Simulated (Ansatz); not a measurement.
System: C3H2N, charge 0, doublet. C3H2N (SMILES [CH]=CC#N, doublet).
B3LYP-D3(BJ)/def2-TZVP minimum from Ansatz (an electronic-structure program):
```xyz
6

C     -0.1219    -1.6907     0.0222
C      0.5422    -0.5603     0.0115
C     -0.0782     0.7252    -0.0104
H      0.1085    -2.7434     0.0381
H      1.6343    -0.5565     0.0193
N     -0.5422     1.7793    -0.0281
```
Charge 0, spin multiplicity 2.

Total energies in cc-pVDZ, 19 correlated electrons, 4 frozen orbitals. UHF or UKS for unpaired electrons; spin-orbit terms are left out. Cores are frozen in correlated methods. No relativity. The UHF reference of C3H2N ([CH]=CC#N, doublet) is spin-contaminated (<S^2> up to 0.38 over the pure value in the sets run).

```json
[
 {"method": "HF", "program": "Ansatz", "energy (Eh)": "-169.13917", "minus CCSDT(Q) (mEh)": "550.36"},
 {"method": "MP2", "program": "Ansatz", "energy (Eh)": "-169.61777", "minus CCSDT(Q) (mEh)": "71.76"},
 {"method": "CCSD", "program": "Ansatz", "energy (Eh)": "-169.66322", "minus CCSDT(Q) (mEh)": "26.31"},
 {"method": "CCSD(T)", "program": "Ansatz", "energy (Eh)": "-169.68530", "minus CCSDT(Q) (mEh)": "4.23"},
 {"method": "CCSDT(Q)", "program": "Ansatz", "energy (Eh)": "-169.68953", "minus CCSDT(Q) (mEh)": "0.00"}
]
```

Rough core times of Ansatz's runs on a shared machine: CCSD(T) under 20 s, CCSDT(Q) 10 min.
